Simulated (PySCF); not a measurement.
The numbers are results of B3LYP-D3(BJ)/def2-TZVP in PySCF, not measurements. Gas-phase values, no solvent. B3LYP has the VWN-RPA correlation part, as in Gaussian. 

Reference species (SMILES): `FC(F)(F)F` (neutral, multiplicity 1).

```yaml
dipole_moment: 0.00 D
```

Changed species: `CF` (whole molecule; the reference has whole molecule).

Task: What does the change do to the dipole moment?

Result: the dipole moment rises by 1.87 D, to 1.87 D.
